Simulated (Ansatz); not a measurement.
# Heat of formation of H2S (hydrogen sulfide) from total energies

H2S has 3 atoms, charge 0, and is taken as a singlet. As SMILES, `S`. Geometry: relaxed at PBE0-D4/def2-TZVP.

```xyz
3

S     0.4955   -0.2806    0.2439
H     0.0979    0.9977    0.1624
H    -0.5934   -0.7171   -0.4063
```

Total energies at B2PLYP/6-31G* (spherical functions), 5 core orbitals frozen (Ansatz 0.2.0); the atoms run unrestricted:

```
species    state  energy (Eh)
    H2S  singlet  -399.209314
      S  triplet  -397.948781
      H  doublet    -0.496918
```

Harmonic wavenumbers at PBE0-D4/def2-TZVP, in cm⁻¹: 1209, 2725, 2740.

Measured heats of formation of the gaseous atoms at 298.15 K, in kJ/mol: S 277.0, H 218.0. Spin-orbit lowering of the atoms at 298 K (mean of the ground term's levels less their thermal mean, from spectra), in kJ/mol: S 1.88. Take 1 Eh = 2625.50 kJ/mol, 1 cm⁻¹ = 0.0119627 kJ/mol, RT = 2.479 kJ/mol.

Problem. What heat of formation follows?

Solution. 
1. Electronic atomisation energy: (-397.948781) + 2 × (-0.496918) − (-399.209314) = 0.266697 Eh = 700.2 kJ/mol.
2. Zero-point energy: half the sum of the wavenumbers, 3337 cm⁻¹ = 39.9 kJ/mol.
3. Thermal vibrational enthalpy, Σ hcν̃/(exp(hcν̃/kT) − 1): 0.0 kJ/mol. Translation, rotation and pV of a non-linear molecule: 4 RT = 9.9 kJ/mol.
4. The 3 free atoms carry 5/2 RT each: 18.6 kJ/mol.
5. Spin-orbit coupling lowers the free atoms by 1.88 = 1.9 kJ/mol.
6. Atomisation enthalpy at 298 K: 700.2 − 1.9 − 39.9 − 0.0 − 9.9 + 18.6 = 667.1 kJ/mol.
7. Sum of the atoms' heats of formation: 713.0 kJ/mol. Heat of formation: 713.0 − 667.1 = +45.9 kJ/mol.

The tabulated value is -20.5 kJ/mol (NIST-JANAF tables), so this level is off by +66.4 kJ/mol, or 9.1 % of the atomisation enthalpy that the table implies (733.5 kJ/mol). A double-zeta basis underbinds. Anharmonicity and any spin-orbit splitting of the molecule are left out, and so is core correlation.
